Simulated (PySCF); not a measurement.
## Fluorine: a sound run and one with changed settings

Sound run: F [He] 2s2 2p5, F⁺ [He] 2s2 2p4. All numbers are calculated (PySCF 2.14, the non-relativistic Hamiltonian (point nucleus), in cc-pVTZ (4s3p2d1f, 30 functions)). In the sound run the correlated levels freeze 1s2. The sound run starts from symmetry-adapted Hartree-Fock orbitals and uses a fine grid where one is needed.

Changed run: all electrons correlated in a basis built for the valence shell.

```json
{"species": "F", "method": "MP2", "sound run (hartree)": "-99.60536", "changed run (hartree)": "-99.61737", "converged": "yes"}
{"species": "F", "method": "CCSD(T)", "sound run (hartree)": "-99.62036", "changed run (hartree)": "-99.63219", "converged": "yes"}
{"species": "F⁺", "method": "MP2", "sound run (hartree)": "-98.97349", "changed run (hartree)": "-98.98507", "converged": "yes"}
{"species": "F⁺", "method": "CCSD(T)", "sound run (hartree)": "-98.99079", "changed run (hartree)": "-99.00224", "converged": "yes"}
```

Ionisation energy of F:

```tsv
method	sound run (eV)	changed run (eV)
UHF	15.654	15.654
MP2	17.194	17.206
SCS-MP2	17.181	17.187
CCSD	17.089	17.100
CCSD(T)	17.131	17.142
```

A valence basis has no tight correlating functions, so it recovers only part of the core correlation, and not evenly between atom and ion.

For comparison, NIST gives 17.423 eV between the lowest levels.
